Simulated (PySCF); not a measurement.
# Worked example: chemical shift, span and skew from a shielding tensor

CS₂, SMILES S=C=S. Atoms are numbered in the order given.

```xyz
3

S      0.0000     0.0000    -1.5527
C      0.0000     0.0000     0.0000
S      0.0000     0.0000     1.5527
```
Charge 0, spin multiplicity 1.

Geometry: B3LYP-D3(BJ)/def2-TZVP.

GIAO shieldings from KT2/pcSseg-2 (PySCF), non-relativistic, no solvent. The symmetric part of the tensor of C2 has the principal values -156.9, -156.9, 292.7 ppm. The same nucleus in TMS has σ = 184.2 ppm at this level (PySCF, at its B3LYP-D3(BJ)/def2-TZVP geometry).

Q: Work out the isotropic shielding, the ¹³C shift against TMS, the span and the skew.

A: 
σ(iso) = (σ11 + σ22 + σ33)/3 = -7.0 ppm. δ = σ(ref) − σ(iso) = 184.2 − (-7.0) = 191.2 ppm.
Span Ω = σ33 − σ11 = 449.6 ppm. Skew κ = 3(σ(iso) − σ22)/Ω = 1.00, an axial tensor. Tumbling in solution averages the tensor to δ; in a static solid the shielding alone would spread this spin-1/2 line over Ω.
